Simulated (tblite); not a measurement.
Compound: C4HN (triplet state).
SMILES with atom numbers: `[CH:1]#[C:2][C:3][C:4]#[N:5]` (hydrogens: H6 on C1)
Bond orders are those of one Lewis drawing.

Computed with GFN2-xTB (tblite), gas phase: L-BFGS steps from a force-field or distance-geometry start until the largest atomic force falls under 0.01 eV/Å.

Geometry at step 2:
```
atom  x, y, z in Å
C1     -1.8539   -0.1744    0.9955
C2     -0.6568   -0.0570    0.4245
C3      0.5738    0.0507   -0.1377
C4      1.8489    0.1754   -0.7423
N5      2.9438    0.2706   -1.2432
H6     -2.8526   -0.2634    1.4547
```

Q: What forces act on the atoms?

A: 
```tsv
atom	Fx (eV/Å)	Fy (eV/Å)	Fz (eV/Å)
C1	4.214	0.423	-2.031
C2	-1.572	-0.196	0.833
C3	0.019	0.049	-0.088
C4	-0.239	-0.084	0.204
N5	-4.085	-0.345	1.853
H6	1.664	0.152	-0.771
```

The largest, 4.70 eV/Å, acts on C1; the rms over all components is 1.650 eV/Å. The forces sum to zero within rounding, as they must for an isolated molecule in no field.

Q: Give the force on C1 in Eh/bohr and in nN.

A: 4.697 eV/Å ÷ 51.422 = 0.09134 Eh/bohr, and 4.697 eV/Å × 1.602 = 7.53 nN.

Q: How far is this geometry from the end of the optimisation?

A: 0.928 eV above it, and 0.129 Å rms away after alignment. The bonds farthest from their final lengths, with half the difference of the two atoms' forces along the bond (positive lengthens):

```tsv
bond	now (Å)	final (Å)	force along bond (eV/Å)
C3–C4	1.417	1.307	-0.18
C1≡C2	1.331	1.236	-3.24
C2–C3	1.357	1.296	+0.92
C1–H6	1.103	1.049	+1.43
C4≡N5	1.208	1.175	-2.10
```

The angle farthest from its final value is C3–C4–N5, 179.1° against 180.0°.

Of the 5 listed bonds off by 0.010 Å or more, this force points towards the final length in 3.

What follows is the cost of the whole relaxation. On Arm Neoverse V1, one thread (shared host), this took under 0.1 s of wall time.
